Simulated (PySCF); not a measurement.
SiH₂⁺ + 2 Cl₂ → SiCl₂⁺ + 2 HCl

Level: PBE0 in the def2-TZVP basis family, all electrons, no relativity, computed in PySCF with density fitting; open shells unrestricted.

```json
{"species": "SiH₂⁺", "state and structure": "doublet, C2v, Si–H 1.491 Å (×2); H–Si–H 119.7°", "ZPE (kJ/mol)": "31.7", "H(298 K) − H(0) (kJ/mol)": "10.1", "S° (J/(mol K))": "211.8"}
{"species": "Cl₂", "state and structure": "singlet, D∞h, Cl–Cl 1.982 Å", "ZPE (kJ/mol)": "3.5", "H(298 K) − H(0) (kJ/mol)": "9.1", "S° (J/(mol K))": "222.5"}
{"species": "SiCl₂⁺", "state and structure": "doublet, C2v, Si–Cl 1.963 Å (×2); Cl–Si–Cl 122.4°", "ZPE (kJ/mol)": "8.7", "H(298 K) − H(0) (kJ/mol)": "12.2", "S° (J/(mol K))": "284.1"}
{"species": "HCl", "state and structure": "singlet, C∞v, H–Cl 1.279 Å", "ZPE (kJ/mol)": "17.9", "H(298 K) − H(0) (kJ/mol)": "8.7", "S° (J/(mol K))": "186.6"}
```

Q: Is the gas-phase reaction uphill or downhill in electronic energy at this level, and by how much?

A: At PBE0/def2-TZVP, ΔE = -571.4 kJ/mol, downhill. 

Q: Add zero-point, thermal and entropy terms for 298.15 K and 1 bar.

A: ΔZPE = 5.8 and Δ[H(298) − H(0)] = 1.3 kJ/mol give ΔH° = -564.3 kJ/mol. ΔS° = 0.5 J/(mol K), so ΔG° = -564.3 − 298.15 × (0.0005) = -564 kJ/mol.

Only the bonding shown was studied: isomers, or loss of a ligand pair, can lie lower.
